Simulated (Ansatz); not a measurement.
Results of PBEsol in Ansatz (plane waves, PAW) for PdS (P4₂/m, No. 84).

Run with plane-wave cutoff 520 eV, 10×10×8 k mesh (along the axes of the cell as run), Fermi–Dirac smearing 0.05 eV, scalar-relativistic PAW data made under PBE.

Response to compression and expansion:

Shape and atoms are relaxed at each volume.

```json
[
 {"V (Å³/atom)": "16.185", "P (GPa)": "6.07", "direct gap at Γ (eV)": "0.223", "smallest gap on the k mesh (eV)": "0.054", "c (Å)": "6.504"},
 {"V (Å³/atom)": "16.522", "P (GPa)": "2.85", "direct gap at Γ (eV)": "0.203", "smallest gap on the k mesh (eV)": "0.043", "c (Å)": "6.542"},
 {"V (Å³/atom)": "16.860", "P (GPa)": "0.00", "direct gap at Γ (eV)": "0.184", "smallest gap on the k mesh (eV)": "0.034", "c (Å)": "6.578"},
 {"V (Å³/atom)": "17.197", "P (GPa)": "-2.52", "direct gap at Γ (eV)": "0.167", "smallest gap on the k mesh (eV)": "0.025", "c (Å)": "6.615"},
 {"V (Å³/atom)": "17.534", "P (GPa)": "-4.74", "direct gap at Γ (eV)": "0.140", "smallest gap on the k mesh (eV)": "0.016", "c (Å)": "6.652"}
]
```

The fundamental gap (0.03 eV at the equilibrium volume, on the SCF mesh) lies elsewhere than Γ–Γ.

Note: the run has no spin polarisation, so it can have missed a magnetic state; the bulk modulus comes from volumes at which shape and atoms were relaxed.

Spin–orbit coupling is not included; it can close the smallest gap of 0.03 eV.

Ansatz is a first-principles code.
